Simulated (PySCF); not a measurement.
# Ionising CCl

PBE0; basis C def2-TZVPPD, Cl def2-TZVPPD; no relativity; PySCF 2.14. Neutral (UKS): doublet (π ↑), Re = 1.643 Å, ωe = 891 cm⁻¹, De = 4.40 eV, HOMO -6.41 eV, LUMO -3.34 eV.

CCl⁺ (UKS): singlet (closed shell), Re = 1.535 Å, ωe = 1206 cm⁻¹, De = 6.85 eV to C⁺ + Cl. The energies at the minima are -497.96501 hartree for CCl and -497.63203 for CCl⁺.

Q: Work out the adiabatic ionisation energy, without and with harmonic zero-point energies (1 hartree = 27.2114 eV, 1 eV = 8065.5 cm⁻¹), and the change of the bond length.

A: At PBE0: 0.33298 hartree = 9.061 eV between the minima; the zero-point term (1206.0 − 891.0)/2 cm⁻¹ = +0.020 eV makes it 9.080 eV. Re changes by -10.8 pm against the neutral. The electron leaves a π orbital, and the shorter bond of the ion fits an antibonding orbital, or a change in how ionic the bond is.

CCl⁻ (UKS): triplet (π ↑↑), Re = 1.848 Å, ωe = 516 cm⁻¹, De = 2.02 eV to C + Cl⁻. The energies at the minima are -497.96501 hartree for CCl and -498.00901 for CCl⁻.

Q: Work out the adiabatic electron affinity, without and with harmonic zero-point energies (1 hartree = 27.2114 eV, 1 eV = 8065.5 cm⁻¹), and the change of the bond length.

A: At PBE0: 0.04400 hartree = 1.197 eV between the minima; the zero-point term (891.0 − 516.0)/2 cm⁻¹ = +0.023 eV makes it 1.221 eV. Re changes by +20.5 pm against the neutral. The electron enters a π orbital, and the ion is left as a loose complex of an ion and an atom.

For an ion De counts to the pair picked by the measured ionisation energies or electron affinities, which need not be the lowest pair at this level. The highest Kohn–Sham level is positive in this anion. Much of that is self-interaction error, but it also means that the finite basis helps to hold the extra electron. States were picked by a PBE0 search and need not be the measured ground states.
